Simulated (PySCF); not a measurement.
Löwdin shares of the frontier orbitals

Compound: aminoacetonitrile, C2H4N2.
Atom-mapped SMILES: `[N:1]#[C:2][CH2:3][NH2:4]` (hydrogens: H5, H6 on C3; H7, H8 on N4)

Structure used (GFN2-xTB), in Å, numbered top down from 1:
```xyz
8
C2H4N2 angstrom
N      2.3208   -0.3437    0.1819
C      1.2729    0.1098    0.1116
C     -0.0998    0.5716    0.0146
N     -1.0622   -0.5126   -0.1195
H     -0.1918    1.2325   -0.8545
H     -0.3426    1.1469    0.9148
H     -0.8739   -1.0592   -0.9535
H     -1.0143   -1.1358    0.6799
```

Theory: TDDFT CAM-B3LYP/def2-SVPD, vertical, gas phase, core orbitals frozen in the response in PySCF 2.14.0, density-fitted response routines.

Kohn–Sham orbitals with the atoms that hold most of them (Löwdin shares over 4%, at most four atoms; ? is withheld):

```tsv
orbital	ε (eV)	atoms
HOMO-3	-12.09	N1 79%, C2 17%
HOMO-2	-11.40	N1 46%, C2 36%, C3 9%, N4 4%
HOMO-1	-11.09	?
HOMO	-9.45	N4 67%, C3 8%, C2 6%, H7 6%
LUMO	?	?
LUMO+1	1.59	C2 30%, N1 22%, C3 12%, H6 10%
LUMO+2	1.98	N1 34%, C2 28%, C3 17%, H5 9%
```

(1) Which atoms hold the LUMO, and with what shares?

(2) Give the leading atoms of the HOMO-1.

(3) What is the LUMO energy, and the HOMO–LUMO gap?

## Answers

(1) C3 (bonded to C, N and 2 H) 25%; C2 (bonded to C and N) 20%; N4 (bonded to C and 2 H) 13%; H7 (bonded to N) 10%. By element: carbon 46%, nitrogen 13% or more, hydrogen 10% or more.

(2) N1 (bonded to C) 46%; C2 (bonded to C and N) 34%; C3 (bonded to C, N and 2 H) 10%. By element: nitrogen 46% or more, carbon 44%.

(3) ε(LUMO) = 0.87 eV; the gap is 10.32 eV (0.3792 hartree).

Task: The HOMO–LUMO gap is 10.32 eV. Where does the response calculation put the lowest singlet, and from which orbitals?

Result: S1 is at 6.70 eV (f = 0.038), 3.62 eV below the gap, made of HOMO→LUMO (91%). Without the coupling terms of the response equations the lowest excitation would equal the gap.

Task: One configuration dominates each of S1 and S3. Which, and how do the shares of the two leading atoms of either orbital change from the occupied to the empty one?

Result: 
- S1 (6.70 eV, f 0.038), HOMO→LUMO (91%): N4 67% → 13%, C3 8% → 25%, C2 6% → 20%
- S3 (7.78 eV, f 0.022), HOMO→LUMO+1 (78%): N4 67% → at most 10%, C3 8% → 12%, C2 6% → 30%, N1 at most 6% → 22%

One conformer stands for the species.
